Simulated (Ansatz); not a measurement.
Other spins and charges of SiAs⁺, triplet at one geometry

Geometry (PBE0/def2-TZVP stationary point for this spin):

| atom | x (Å) | y (Å) | z (Å) |
| --- | --- | --- | --- |
| Si | 0.0000 | 0.0000 | 0.0000 |
| As | 0.0000 | 0.0000 | 2.3242 |

Basis cc-pVDZ; Ansatz 0.2.0. Only valence electrons are correlated (noble-gas cores and the filled d shells of p-block atoms frozen). R marks a restricted (for open shells ROHF) determinant. Active spaces: valence = (8e, 8o) chosen from the atoms' valence shells. No spin–orbit coupling is included, and no scalar relativity.

Gaps are energies of the second state less the first, at fixed atoms, for a selection of the levels run; each method lands on the state that its own search finds for that charge and spin.

For open shells CISD and CISDTQ are restricted-active-space CI with the open shells as a complete middle space. The determinant of the SiAs⁺ singlet fills πx and πy unequally, so it is a mixture of Σ and Δ, which weighs on every level built on one determinant.

Singlet less triplet: 0.705 eV at full CI (triplet A2, singlet A1, in C2v).

By full CI's occupations no single determinant describes the singlet well.

```csv
level,gap (eV),error (meV)
RHF,1.374,669
RMP2,1.059,354
CISD,1.052,347
RCCSD,0.917,212
RCCSD(T),0.856,151
BCCD(T),0.859,154
RCCSDT*,0.780,75
CISDTQ,0.797,92
RCCSDT(Q)*,0.713,8
RCCSDTQ*,0.710,5
```

An asterisk marks runs whose energy the program itself flagged as in doubt.

**Question.** PBE gives 1.832 eV for quintet less triplet. Estimate what full CI gives in cc-pVDZ.

**Answer.** Full CI in cc-pVDZ gives 1.642 eV, so against it PBE is off by 0.190 eV, of which a good part can be the reference's own basis and frozen-core error.

```csv
level,gap (eV),error (meV)
RHF,1.134,-508
RMP2,1.493,-149
CISD,1.445,-197
RCCSD,1.587,-55
RCCSD(T),1.629,-13
BCCD(T),1.629,-13
RCCSDT,1.639,-3
CISDTQ,1.629,-13
RCCSDT(Q),1.642,0
RCCSDTQ,1.642,0
CASSCF (valence space),1.648,6
NEVPT2 (valence space),1.607,-35
MRCISD (valence space),1.625,-17
MRCISD+Q (valence space),1.611,-31
r2SCAN,1.696,54
PBE0,1.718,76
B3LYP,1.926,284
wB97M-V,1.981,339
B2PLYP,1.809,167
RPA-PBE,1.826,184
```

In so small a basis the reference is far from its limit while semilocal and hybrid functionals are nearer theirs (RPA and double hybrids share part of the reference's basis error), so the functionals' errors here hold much of the reference's basis and frozen-core error, which can add to them or hide them.

Full CI is exact within this basis and frozen core; it isn't the basis-set limit.
